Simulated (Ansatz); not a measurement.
Density of states of BaAs$_{2}$Ru$_{2}$ (I4/mmm, a = 4.142 Å, b = 4.142 Å, c = 12.059 Å, α = 90.00°, β = 90.00°, γ = 90.00°), in states per eV and primitive cell, averaged over bins of 0.3 eV. Level of theory: Ansatz, DFT PBEsol, scalar-relativistic, plane waves, PAW.

Settings: cutoff 420 eV, Γ-centred mesh 12×12×12 on the computed 5-atom cell, Gaussian smearing of 0.10 eV; no spin polarisation.

The cell is relaxed at this level. The states (both spins) are summed by tetrahedra on a 18×18×18 mesh at the self-consistent density. Energies are bin centres; the table starts no lower than −8 eV and ends at 6 eV, or lower where the solved bands end.

It is a metal at this level.

```tsv
E − E_F (eV)	total	Ru 4d	As 4p	Ru 5s	As 4s	Ba 6s
-5.70	1.29	0.43	0.61	0.19	0.01	0.01
-5.40	3.41	1.21	1.56	0.37	0.06	0.09
-5.10	3.40	1.16	1.59	0.33	0.07	0.11
-4.80	3.50	1.35	1.62	0.20	0.04	0.17
-4.50	3.49	1.64	1.56	0.11	0.02	0.07
-4.20	5.52	2.60	2.46	0.15	0.11	0.04
-3.90	6.53	3.11	3.07	0.09	0.06	0.03
-3.60	6.33	3.01	2.95	0.08	0.04	0.04
-3.30	5.12	2.15	2.61	0.06	0.02	0.07
-3.00	3.63	1.79	1.60	0.03	0.02	0.04
-2.70	3.69	2.81	0.52	0.03	0.05	0.11
-2.40	2.14	1.83	0.17	0.02	0.02	0.01
-2.10	2.81	2.35	0.21	0.02	0.05	0.01
-1.80	3.16	2.68	0.25	0.02	0.03	0.01
-1.50	6.24	5.29	0.39	0.09	0.09	0.01
-1.20	5.91	5.00	0.49	0.04	0.09	0.01
-0.90	6.62	5.28	0.75	0.09	0.13	0.03
-0.60	3.96	3.16	0.48	0.03	0.09	0.01
-0.30	2.39	1.72	0.43	0.02	0.06	0.00
0.00	1.64	0.95	0.45	0.03	0.05	0.00
0.30	1.84	0.84	0.50	0.06	0.05	0.05
0.60	2.89	1.00	0.69	0.11	0.04	0.12
0.90	2.25	0.77	0.57	0.11	0.05	0.07
1.20	3.29	1.46	0.80	0.13	0.05	0.06
1.50	6.10	3.53	1.49	0.13	0.05	0.03
1.80	3.87	1.54	1.13	0.09	0.08	0.04
2.10	2.26	0.67	0.69	0.07	0.07	0.05
2.40	1.52	0.37	0.47	0.06	0.05	0.04
2.70	1.39	0.31	0.45	0.06	0.04	0.03
3.00	2.01	0.42	0.59	0.08	0.06	0.06
3.30	2.44	0.43	0.62	0.13	0.07	0.08
3.60	3.96	0.62	0.67	0.33	0.25	0.14
3.90	3.19	0.36	0.37	0.30	0.18	0.12
4.20	3.78	0.29	0.28	0.28	0.15	0.18
4.50	4.08	0.28	0.29	0.29	0.16	0.27
4.80	4.57	0.31	0.42	0.23	0.13	0.46
5.10	4.42	0.26	0.43	0.18	0.10	0.47
```

The columns after the total are the main Löwdin projections on the occupied valence shells of the potentials; 4 others are left out. The rest of the total lies in those, in shells that are empty in the free atom, which aren't projected, and between the atoms.

Spin-orbit coupling is left out, which matters for the bands of heavy elements.

Whether BaAs2Ru2 exists in this form wasn't checked.

Cost: 1 run of about 1.9 core-minutes, on Intel Xeon 6975P-C (Granite Rapids) (shared hosts).